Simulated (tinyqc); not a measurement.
Ways to converge the cycle: SCF convergence aids in the sto-3g basis, for H2O, spin multiplicity 1. Computed by the program tinyqc with PySCF. RHF with one setting changed at a time; a run stops when the energy changes by less than 1e-09 hartree and the error matrix is below 1e-5. The start is the Wolfsberg-Helmholz matrix. Damping d keeps d of the old density; a shift (hartree) raises the virtual levels; DIIS n extrapolates F over n matrices.

Geometry (angstrom):

| atom | x | y | z |
|---|---|---|---|
| O | 0.0000 | 0.0000 | 0.0000 |
| H | 0.0000 | 0.8530 | 0.6920 |
| H | 0.0000 | -0.8530 | 0.6920 |

lowest restricted solution found by these runs and by PySCF = -74.943613 hartree

Largest element of the error matrix X^T (FDS - SDF) X:

| iteration | plain | damping 0.3 | damping 0.6 | shift 0.4 | DIIS 3 | DIIS 8 |
|---|---|---|---|---|---|---|
| 1 | 4.7e-01 | 4.7e-01 | 4.7e-01 | 4.7e-01 | 4.7e-01 | 4.7e-01 |
| 2 | 1.2e-01 | 1.5e-01 | 2.9e-01 | 1.7e-01 | 1.2e-01 | 1.2e-01 |
| 3 | 3.5e-02 | 8.4e-02 | 1.7e-01 | 9.3e-02 | 3.6e-02 | 3.6e-02 |
| 4 | 1.2e-02 | 4.5e-02 | 1.1e-01 | 4.7e-02 | 6.7e-03 | 6.7e-03 |
| 5 | 4.4e-03 | 2.4e-02 | 8.2e-02 | 2.4e-02 | 2.4e-03 | 2.1e-03 |
| 6 | 1.8e-03 | 1.3e-02 | 6.1e-02 | 1.2e-02 | 7.6e-04 | 2.0e-05 |
| 8 | 3.7e-04 | 3.9e-03 | 3.3e-02 | 3.8e-03 | 1.3e-05 | 1.5e-09 |
| 10 | 8.6e-05 | 1.3e-03 | 1.8e-02 | 1.3e-03 | - | - |
| 14 | 4.7e-06 | 1.6e-04 | 5.2e-03 | 2.2e-04 | - | - |
| 20 | - | 1.1e-05 | 9.2e-04 | 1.4e-05 | - | - |
| 30 | - | - | 6.4e-05 | - | - | - |

How each run ends:

| run | iterations | E (hartree) | state |
|---|---|---|---|
| plain | 14 | -74.943613 | lowest found |
| damping 0.3 | 21 | -74.943613 | lowest found |
| damping 0.6 | 41 | -74.943613 | lowest found |
| shift 0.4 | 21 | -74.943613 | lowest found |
| DIIS 3 | 9 | -74.943613 | lowest found |
| DIIS 8 | 8 | -74.943613 | lowest found |

What does the comparison show, and why?

6 of 6 runs reach the lowest restricted solution found, in 8 to 41 iterations (fastest: DIIS 8). Plain steps already contract here, so damping only slows them. DIIS 3 and DIIS 8 gain by cancelling the error over several earlier matrices, much as a quasi-Newton step does.
